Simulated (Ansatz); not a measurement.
Relaxation of FH3Si (5 atoms, charge 0, multiplicity 1), to a largest force component of 0.03 eV/Å in at most 50 steps.

Theory: RKS B3LYP/def2-SVPD (Ansatz).

```xyz
5
Properties=species:S:1:pos:R:3:forces:R:3
Si -0.074 0.000 -0.790 0.06 0.00 0.09
F 1.398 0.000 1.575 -0.22 0.00 0.03
H 2.005 0.000 0.873 0.18 0.00 -0.13
H -1.043 1.108 -0.389 -0.01 0.01 0.01
H -1.043 -1.108 -0.389 -0.01 -0.01 0.01
```

Q: Where does it end, and by what steps?

A: It converged. After 8 steps the energy has fallen by 0.071 eV; F2 moved furthest, 0.45 Å.

```tsv
step	energy less start (eV)	largest force component (eV/Å)	accepted
0	0.0000	0.224	yes
1	0.0490	2.246	no
2	-0.0153	0.353	yes
3	-0.0298	0.298	yes
4	-0.0594	0.267	yes
5	-0.0623	0.844	yes
6	-0.0705	0.043	yes
7	-0.0705	0.034	yes
8	-0.0706	0.020	yes
```

```xyz
5
Properties=species:S:1:pos:R:3
Si -0.046 0.000 -0.833
F 1.116 0.000 1.226
H 2.015 0.000 0.983
H -0.921 1.106 -0.248
H -0.921 -1.106 -0.248
```

Whether the end is a true minimum wasn't checked by a vibrational analysis.

Run time: 12 s on 1 thread of Arm Neoverse V2, with other jobs on the host, peak memory 0.11 GiB.
